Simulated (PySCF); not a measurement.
## Splitting trees

Mapped SMILES: `[CH3:1][CH2:2][NH:3][CH3:4]`. Each H is labelled by its parent atom.

[PySCF: GFN2-xTB structure; couplings computed with B3LYP/pcJ-1 (spin–dipole term only in couplings to heteroatoms); σ from GIAO-PBE0/pcSseg-1; isolated molecule; one conformer; no relativistic terms; one averaged value for each set of equivalent atoms]

δ = σ(ref) − σ, references computed at the same level: ¹H against TMS.

Spectrometer: 400 MHz for ¹H. First-order analysis; couplings under 1 Hz (under 4 Hz in carbon signals) are ignored, and nearly equal couplings are merged; the smaller ones broaden or split the lines further.

(1) What pattern does H(C2) show (¹H)?

(2) What pattern does H(C1) show (¹H)?

## Answers

(1) A quartet at δ 2.59: 7.4 Hz to H(C1) (3 × ¹H, 3 bonds away). Lines in Hz from the centre (relative intensity): +11.1 (1), +3.7 (3), -3.7 (3), -11.1 (1). The outer lines are 22.2 Hz apart, the sum of the couplings kept, or 0.056 ppm at this field.

(2) A triplet at δ 1.18: 7.4 Hz to H(C2) (2 × ¹H, 3 bonds away). Lines in Hz from the centre (relative intensity): +7.4 (1), +0.0 (2), -7.4 (1). The outer lines are 14.8 Hz apart, the sum of the couplings kept, or 0.037 ppm at this field.

OH/NH shifts are gas-phase values; hydrogen bonding in solution moves them, usually downfield. Unscaled 3J(H,H) at this level run about 10 % above measured values.
